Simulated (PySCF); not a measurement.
# H₆NPSi: spin-spin couplings and electronic excitations at several levels of theory, part 2 of 2

PySCF 2.14.0. Atoms count from 0. The steps go on from the part before.

## 7. TDDFT and polarisability: PBE/def2-SVPD

What the job is given:

```
{"job": {"kind": "uv", "xc": "PBE", "basis": "def2-SVPD", "ip": true}, "charge": 0, "multiplicity": 1}
N     -1.422189     0.708969    -0.167298
Si    -0.215721    -0.402677     0.381843
P      1.630527    -0.002703    -0.861301
H     -1.637389     0.762953    -1.156875
H     -2.254376     0.862408     0.391347
H     -0.048003    -0.168931     1.848551
H     -0.500974    -1.867066     0.193201
H      2.413289    -0.988794    -0.185535
H      2.092819     1.078334    -0.051438
```

Method: TDDFT PBE/def2-SVPD, vertical, gas phase, core orbitals frozen in the response.

What it wrote:

```text
coarse grid: 8032 points
cycle   1  E = -688.4572020563  dE = -1.971e-02  |g| = 4.820e-01  |ddm| = 3.298e+00
cycle   2  E = -688.2907991513  dE =  1.664e-01  |g| = 9.568e-01  |ddm| = 1.511e+00
cycle   3  E = -688.5091134365  dE = -2.183e-01  |g| = 8.191e-02  |ddm| = 9.643e-01
cycle   4  E = -688.5113266087  dE = -2.213e-03  |g| = 2.552e-02  |ddm| = 1.886e-01
cycle   5  E = -688.5115442525  dE = -2.176e-04  |g| = 7.576e-03  |ddm| = 6.030e-02
cycle   6  E = -688.5115676589  dE = -2.341e-05  |g| = 1.958e-03  |ddm| = 1.742e-02
cycle   7  E = -688.5115691297  dE = -1.471e-06  |g| = 4.483e-04  |ddm| = 4.128e-03
final grid: 67080 points
cycle   8  E = -688.6105460961  dE = -3.014e-06  |g| = 9.600e-03  |ddm| = 6.173e-02
cycle   9  E = -688.6104800820  dE =  6.601e-05  |g| = 1.938e-02  |ddm| = 2.894e-02
cycle  10  E = -688.6105669236  dE = -8.684e-05  |g| = 8.307e-04  |ddm| = 2.026e-02
cycle  11  E = -688.6105671541  dE = -2.305e-07  |g| = 1.726e-04  |ddm| = 1.691e-03
cycle  12  E = -688.6105671674  dE = -1.323e-08  |g| = 2.969e-05  |ddm| = 3.900e-04
cycle  13  E = -688.6105671677  dE = -3.472e-10  |g| = 9.192e-06  |ddm| = 7.448e-05
converged SCF energy = -688.6105671677

Static polarisability (au): isotropic 68.017, principal 59.111 64.025 80.914

Singlet excitations
state   eV       nm        f      main configurations
  1   5.4139    229.0   0.00455   H->L 0.95
  2   5.7666    215.0   0.00337   H->L+1 0.97
  3   5.8606    211.6   0.02054   H-1->L 0.82, H->L+3 0.12
  4   6.1816    200.6   0.02310   H->L+2 0.91
  5   6.3021    196.7   0.01998   H-1->L+1 0.79
  6   6.3222    196.1   0.08041   H->L+3 0.72, H-1->L+3 0.14
  7   6.6207    187.3   0.01624   H-1->L+2 0.79, H-1->L+3 0.11
  8   6.7806    182.9   0.14835   H-1->L+3 0.66, H-1->L+2 0.08
  9   7.1988    172.2   0.03668   H->L+4 0.73, H->L+6 0.16
 10   7.2506    171.0   0.00042   H->L+5 0.81, H-2->L 0.11

Triplet excitations (Tamm-Dancoff, eV): 5.0567 5.3999 5.4731 5.7712
Vertical ionisation energy (delta-SCF) = 8.9199 eV
```

Wall time 24 s (1 thread of Arm Neoverse V1, shared host); peak memory 0.46 GiB.

Key values: HOMO -6.02 eV, LUMO -0.72 eV; lowest singlet 5.41 eV.

## 8. TDDFT and polarisability: B3LYP/def2-SVPD

Same as in step 7 but for these lines:

```diff
@@ -1,2 +1,2 @@
-{"job": {"kind": "uv", "xc": "PBE", "basis": "def2-SVPD", "ip": true}, "charge": 0, "multiplicity": 1}
+{"job": {"kind": "uv", "xc": "B3LYP", "basis": "def2-SVPD", "ip": true}, "charge": 0, "multiplicity": 1}
 N     -1.422189     0.708969    -0.167298
```

With the program's defaults for keys left out, this is: TDDFT B3LYP/def2-SVPD, vertical, gas phase, core orbitals frozen in the response.

What it wrote:

```text
coarse grid: 8032 points
cycle   1  E = -688.9231511659  dE = -4.659e-02  |g| = 4.201e-01  |ddm| = 3.224e+00
cycle   2  E = -688.8667840291  dE =  5.637e-02  |g| = 6.475e-01  |ddm| = 1.266e+00
cycle   3  E = -688.9626676162  dE = -9.588e-02  |g| = 4.419e-02  |ddm| = 7.080e-01
cycle   4  E = -688.9632217487  dE = -5.541e-04  |g| = 1.401e-02  |ddm| = 9.539e-02
cycle   5  E = -688.9632874276  dE = -6.568e-05  |g| = 3.347e-03  |ddm| = 3.294e-02
cycle   6  E = -688.9632916955  dE = -4.268e-06  |g| = 6.685e-04  |ddm| = 7.402e-03
final grid: 67080 points
cycle   7  E = -689.0412141332  dE = -6.987e-06  |g| = 3.559e-03  |ddm| = 3.284e-02
cycle   8  E = -689.0412097118  dE =  4.421e-06  |g| = 5.716e-03  |ddm| = 8.691e-03
cycle   9  E = -689.0412169995  dE = -7.288e-06  |g| = 1.748e-04  |ddm| = 5.959e-03
cycle  10  E = -689.0412170089  dE = -9.414e-09  |g| = 7.767e-05  |ddm| = 4.971e-04
cycle  11  E = -689.0412170111  dE = -2.223e-09  |g| = 1.151e-05  |ddm| = 1.640e-04
cycle  12  E = -689.0412170111  dE = -4.206e-11  |g| = 3.214e-06  |ddm| = 2.905e-05
converged SCF energy = -689.0412170111

Static polarisability (au): isotropic 66.112, principal 57.850 62.272 78.213

Singlet excitations
state   eV       nm        f      main configurations
  1   5.8906    210.5   0.00968   H->L 0.81, H-1->L 0.15
  2   6.2755    197.6   0.01408   H->L+1 0.93
  3   6.3402    195.6   0.02929   H-1->L 0.76, H->L 0.10
  4   6.6773    185.7   0.02836   H->L+2 0.85
  5   6.7713    183.1   0.01036   H-1->L+1 0.95
  6   6.8742    180.4   0.22567   H->L+3 0.80
  7   7.1271    174.0   0.02364   H-1->L+3 0.67, H-1->L+2 0.28
  8   7.1835    172.6   0.06021   H-1->L+2 0.67, H-1->L+3 0.26
  9   7.7054    160.9   0.03626   H->L+4 0.46, H->L+5 0.30, H->L+6 0.14
 10   7.7624    159.7   0.00971   H->L+5 0.51, H->L+4 0.21

Triplet excitations (Tamm-Dancoff, eV): 5.3679 5.6383 5.7784 6.2207
Vertical ionisation energy (delta-SCF) = 9.1989 eV
```

It took 18 s on 1 thread of Arm Neoverse V1, shared host; peak memory 0.53 GiB.

In short: HOMO -7.03 eV, LUMO -0.21 eV; lowest singlet 5.89 eV.

## 9. Ultraviolet spectrum: PBE0/def2-SVPD

Same as in step 8 but for these lines:

```diff
@@ -1,2 +1,2 @@
-{"job": {"kind": "uv", "xc": "B3LYP", "basis": "def2-SVPD", "ip": true}, "charge": 0, "multiplicity": 1}
+{"job": {"kind": "uv", "xc": "PBE0", "basis": "def2-SVPD", "ip": true}, "charge": 0, "multiplicity": 1}
 N     -1.422189     0.708969    -0.167298
```

Method: TDDFT PBE0/def2-SVPD, vertical, gas phase, core orbitals frozen in the response.

What it wrote:

```text
coarse grid: 8032 points
cycle   1  E = -688.5730770464  dE = -6.094e-02  |g| = 3.704e-01  |ddm| = 3.169e+00
cycle   2  E = -688.5428855245  dE =  3.019e-02  |g| = 5.193e-01  |ddm| = 1.063e+00
cycle   3  E = -688.6042047053  dE = -6.132e-02  |g| = 3.563e-02  |ddm| = 5.608e-01
cycle   4  E = -688.6045539930  dE = -3.493e-04  |g| = 1.058e-02  |ddm| = 7.374e-02
cycle   5  E = -688.6045909393  dE = -3.695e-05  |g| = 2.594e-03  |ddm| = 2.633e-02
cycle   6  E = -688.6045934273  dE = -2.488e-06  |g| = 5.015e-04  |ddm| = 6.009e-03
final grid: 67080 points
cycle   7  E = -688.6792702797  dE = -8.168e-06  |g| = 5.491e-03  |ddm| = 4.550e-02
cycle   8  E = -688.6792625804  dE =  7.699e-06  |g| = 8.073e-03  |ddm| = 1.339e-02
cycle   9  E = -688.6792772288  dE = -1.465e-05  |g| = 3.118e-04  |ddm| = 8.320e-03
cycle  10  E = -688.6792772590  dE = -3.019e-08  |g| = 6.536e-05  |ddm| = 7.527e-04
cycle  11  E = -688.6792772605  dE = -1.498e-09  |g| = 2.173e-05  |ddm| = 1.633e-04
cycle  12  E = -688.6792772606  dE = -1.755e-10  |g| = 3.802e-06  |ddm| = 4.417e-05
converged SCF energy = -688.6792772606

Static polarisability (au): isotropic 65.636, principal 57.427 61.835 77.646

Singlet excitations
state   eV       nm        f      main configurations
  1   6.0708    204.2   0.01220   H->L 0.76, H-1->L 0.18
  2   6.4157    193.3   0.01344   H->L+1 0.91
  3   6.5285    189.9   0.02928   H-1->L 0.71, H->L 0.15
  4   6.8637    180.6   0.04662   H->L+2 0.79
  5   6.9505    178.4   0.00449   H-1->L+1 0.89
  6   7.0482    175.9   0.24150   H->L+3 0.81
  7   7.3119    169.6   0.01688   H-1->L+3 0.83, H-1->L+2 0.12
  8   7.3720    168.2   0.05436   H-1->L+2 0.81, H-1->L+3 0.10
  9   7.8342    158.3   0.04220   H->L+4 0.66, H->L+5 0.15, H->L+6 0.09
 10   7.9702    155.6   0.01998   H->L+5 0.38, H-2->L 0.23, H->L+6 0.13

Triplet excitations (Tamm-Dancoff, eV): 5.4089 5.6340 5.8847 6.3517
Vertical ionisation energy (delta-SCF) = 9.2243 eV
```

Run time: 25 s. Hardware: 1 thread of Arm Neoverse V1, shared host; peak memory 0.53 GiB.

This run: HOMO -7.25 eV, LUMO 0.04 eV; lowest singlet 6.07 eV.

## 10. TDDFT and polarisability: BHandHLYP/def2-SVPD

Same as in step 9 but for these lines:

```diff
@@ -1,2 +1,2 @@
-{"job": {"kind": "uv", "xc": "PBE0", "basis": "def2-SVPD", "ip": true}, "charge": 0, "multiplicity": 1}
+{"job": {"kind": "uv", "xc": "BHandHLYP", "basis": "def2-SVPD", "ip": true}, "charge": 0, "multiplicity": 1}
 N     -1.422189     0.708969    -0.167298
```

Method: TDDFT BHandHLYP/def2-SVPD, vertical, gas phase, core orbitals frozen in the response.

What it wrote:

```text
coarse grid: 8032 points
cycle   1  E = -688.8814676602  dE = -8.292e-02  |g| = 3.273e-01  |ddm| = 3.101e+00
cycle   2  E = -688.8866137254  dE = -5.146e-03  |g| = 3.179e-01  |ddm| = 8.535e-01
cycle   3  E = -688.9091191399  dE = -2.251e-02  |g| = 3.423e-02  |ddm| = 3.615e-01
cycle   4  E = -688.9094381291  dE = -3.190e-04  |g| = 8.484e-03  |ddm| = 7.308e-02
cycle   5  E = -688.9094646084  dE = -2.648e-05  |g| = 2.213e-03  |ddm| = 2.199e-02
cycle   6  E = -688.9094665396  dE = -1.931e-06  |g| = 3.161e-04  |ddm| = 5.549e-03
final grid: 67080 points
cycle   7  E = -688.9593115423  dE = -3.509e-06  |g| = 1.669e-03  |ddm| = 1.924e-02
cycle   8  E = -688.9593114785  dE =  6.379e-08  |g| = 1.833e-03  |ddm| = 3.325e-03
cycle   9  E = -688.9593122074  dE = -7.289e-07  |g| = 7.681e-05  |ddm| = 1.929e-03
cycle  10  E = -688.9593122100  dE = -2.532e-09  |g| = 3.955e-05  |ddm| = 2.532e-04
cycle  11  E = -688.9593122105  dE = -5.764e-10  |g| = 5.325e-06  |ddm| = 9.427e-05
converged SCF energy = -688.9593122105

Static polarisability (au): isotropic 63.752, principal 56.147 60.103 75.005

Singlet excitations
state   eV       nm        f      main configurations
  1   6.4716    191.6   0.02279   H->L 0.58, H-1->L 0.20
  2   6.6447    186.6   0.01241   H->L+1 0.57, H->L+2 0.19, H->L 0.10
  3   6.8643    180.6   0.03030   H-1->L 0.50, H->L+2 0.18, H->L 0.13
  4   7.2585    170.8   0.24896   H->L+2 0.26, H->L+1 0.24, H->L+3 0.19
  5   7.4078    167.4   0.10699   H->L+3 0.56, H->L+2 0.27
  6   7.6404    162.3   0.02030   H-1->L+1 0.83
  7   7.9362    156.2   0.04454   H-1->L+3 0.56, H-1->L+2 0.23
  8   8.0769    153.5   0.04080   H-1->L+2 0.58, H-1->L+3 0.17
  9   8.2776    149.8   0.04580   H->L+5 0.58, H->L+4 0.14, H->L+6 0.10
 10   8.4264    147.1   0.02581   H-2->L 0.27, H-1->L+4 0.18, H->L+4 0.14

Triplet excitations (Tamm-Dancoff, eV): 5.6123 5.7356 6.2638 6.6159
Vertical ionisation energy (delta-SCF) = 9.3721 eV
```

It took 21 s on 1 thread of Arm Neoverse V1, shared host; peak memory 0.53 GiB.

This run: HOMO -8.27 eV, LUMO 0.69 eV; lowest singlet 6.47 eV.

## 11. Ultraviolet spectrum: CAM-B3LYP/def2-SVPD

Same as in step 10 but for these lines:

```diff
@@ -1,2 +1,2 @@
-{"job": {"kind": "uv", "xc": "BHandHLYP", "basis": "def2-SVPD", "ip": true}, "charge": 0, "multiplicity": 1}
+{"job": {"kind": "uv", "xc": "CAM-B3LYP", "basis": "def2-SVPD", "ip": true}, "charge": 0, "multiplicity": 1}
 N     -1.422189     0.708969    -0.167298
```

With the program's defaults for keys left out, this is: TDDFT CAM-B3LYP/def2-SVPD, vertical, gas phase, core orbitals frozen in the response.

What it wrote:

```text
coarse grid: 8032 points
cycle   1  E = -688.8670712141  dE = -8.117e-02  |g| = 3.655e-01  |ddm| = 3.149e+00
cycle   2  E = -688.8648049956  dE =  2.266e-03  |g| = 4.039e-01  |ddm| = 9.773e-01
cycle   3  E = -688.9002482247  dE = -3.544e-02  |g| = 3.290e-02  |ddm| = 4.265e-01
cycle   4  E = -688.9005557087  dE = -3.075e-04  |g| = 1.007e-02  |ddm| = 7.775e-02
cycle   5  E = -688.9005929969  dE = -3.729e-05  |g| = 2.609e-03  |ddm| = 2.686e-02
cycle   6  E = -688.9005957167  dE = -2.720e-06  |g| = 3.762e-04  |ddm| = 7.200e-03
final grid: 67080 points
cycle   7  E = -688.9796563607  dE = -5.965e-06  |g| = 2.300e-03  |ddm| = 1.853e-02
cycle   8  E = -688.9796559353  dE =  4.253e-07  |g| = 2.771e-03  |ddm| = 4.328e-03
cycle   9  E = -688.9796575514  dE = -1.616e-06  |g| = 7.876e-05  |ddm| = 2.761e-03
cycle  10  E = -688.9796575545  dE = -3.071e-09  |g| = 4.156e-05  |ddm| = 3.008e-04
cycle  11  E = -688.9796575551  dE = -6.237e-10  |g| = 6.057e-06  |ddm| = 9.964e-05
converged SCF energy = -688.9796575551

Static polarisability (au): isotropic 65.056, principal 57.222 61.387 76.559

Singlet excitations
state   eV       nm        f      main configurations
  1   6.2358    198.8   0.01263   H->L 0.58, H-1->L 0.28
  2   6.5077    190.5   0.01519   H->L+1 0.60, H->L+2 0.19, H->L+3 0.09
  3   6.6836    185.5   0.03023   H-1->L 0.45, H->L 0.20, H->L+2 0.16
  4   7.1033    174.5   0.20245   H->L+2 0.30, H->L+1 0.20, H-1->L 0.14
  5   7.2356    171.4   0.13332   H->L+3 0.58, H->L+2 0.27
  6   7.3148    169.5   0.01396   H-1->L+1 0.78
  7   7.6350    162.4   0.02780   H-1->L+3 0.58, H-1->L+2 0.20
  8   7.7919    159.1   0.04513   H-1->L+2 0.61, H-1->L+3 0.17
  9   8.0707    153.6   0.03755   H->L+5 0.59, H->L+4 0.13, H->L+6 0.11
 10   8.1775    151.6   0.02432   H-2->L 0.33, H-1->L+4 0.16, H->L+4 0.14

Triplet excitations (Tamm-Dancoff, eV): 5.5556 5.7028 6.0127 6.4733
Vertical ionisation energy (delta-SCF) = 9.4202 eV
```

It took 24 s on 1 thread of Arm Neoverse V1, shared host; peak memory 0.55 GiB.

Key values: HOMO -8.53 eV, LUMO 0.83 eV; lowest singlet 6.24 eV.

## 12. Comparing the runs: spin-spin couplings

Couplings (Hz), each a mean over the pairs like the one named, with basis size and wall time:

| run | Si1–H5 | P2–H7 | N0–H3 | P2–H5 | N0–P2 | H5–H6 | Si1–P2 | functions | time |
| --- | --- | --- | --- | --- | --- | --- | --- | --- | --- |
| B3LYP/def2-TZVP | -175.4 | 150.9 | -73.2 | 19.5 | -20.1 | 15.4 | 13.1 | 141 | 16 s |
| B3LYP/cc-pVTZ | -162.9 | 123.8 | -66.0 | 20.0 | -18.7 | 15.0 | 24.9 | 182 | 23 s |
| B3LYP/6-31G* | -185.4 | 171.8 | -74.4 | 17.9 | -15.6 | 15.5 | -2.9 | 62 | 6 s |

## 13. Run by run: electronic excitations

Excitations and ground-state properties, with basis size and wall time:

```csv
run,lowest singlet (eV),brightest (eV),f,gap (eV),α (Å³),μ (D),functions,time
HF/def2-SVPD,6.92,7.81,0.445,12.14,9.09,1.36,116,4.2 s
LDA/def2-SVPD,5.40,6.72,0.133,5.27,10.28,1.24,116,17 s
PBE/def2-SVPD,5.41,6.78,0.148,5.30,10.08,1.24,116,24 s
B3LYP/def2-SVPD,5.89,6.87,0.226,6.82,9.80,1.25,116,18 s
PBE0/def2-SVPD,6.07,7.05,0.241,7.29,9.73,1.26,116,25 s
BHandHLYP/def2-SVPD,6.47,7.26,0.249,8.96,9.45,1.27,116,21 s
CAM-B3LYP/def2-SVPD,6.24,7.10,0.202,9.37,9.64,1.27,116,24 s
```

## 14. Summary of results

What follows sums up all 2 parts.

| quantity | value |
| --- | --- |
| largest coupling of the table (B3LYP/def2-TZVP) | 1J(Si,H) Si1–H5, -175.4 Hz (mean over like pairs) |
| lowest singlet (HF/def2-SVPD) | 6.92 eV (179 nm), f = 0.029 |
| brightest single state of those computed | state 4, 7.81 eV, f = 0.445 |
| lowest triplet | 5.59 eV |
| vertical ionisation energy (ΔSCF) | 8.59 eV |
| range of J(Si1,H5), mean over like pairs | -185.4 to -162.9 Hz |
| range of the lowest singlet | 5.40 to 6.92 eV |

**Reading.** Single values in the summary come from the first sound run of each kind (B3LYP/def2-TZVP; HF/def2-SVPD), which need not be the best level. Of the pairs tabulated at B3LYP/def2-TZVP, Si1–H5 (mean over like pairs) couples most strongly (-175.4 Hz; Fermi contact -175.7 Hz). The first singlet state (HOMO→LUMO+3 0.42, HOMO→LUMO+1 0.15) lies at 6.92 eV and is weak; of the 10 states computed, the strongest absorption comes from state 4 at 7.81 eV. The lowest triplet lies 1.33 eV below the lowest singlet (triplets in Tamm-Dancoff, singlets in full TDDFT). At HF/def2-SVPD, the highest states lie near or above the ionisation energy, where they hang on the basis. ΔSCF puts the ionisation energy at 8.59 eV, 1.23 eV below −ε(HOMO). The coupling Si1–H5, as a mean over pairs of its kind, runs from -185.4 Hz (B3LYP/6-31G*) to -162.9 Hz (B3LYP/cc-pVTZ). The lowest singlet runs from 5.40 eV (LDA/def2-SVPD) to 6.92 eV (HF/def2-SVPD), while the orbital gap spans 5.27 to 12.14 eV: the excitation energy moves far less from run to run than the orbital gap does. The lowest state need not be the same one in every run. Couplings from bases without tight functions are rough.
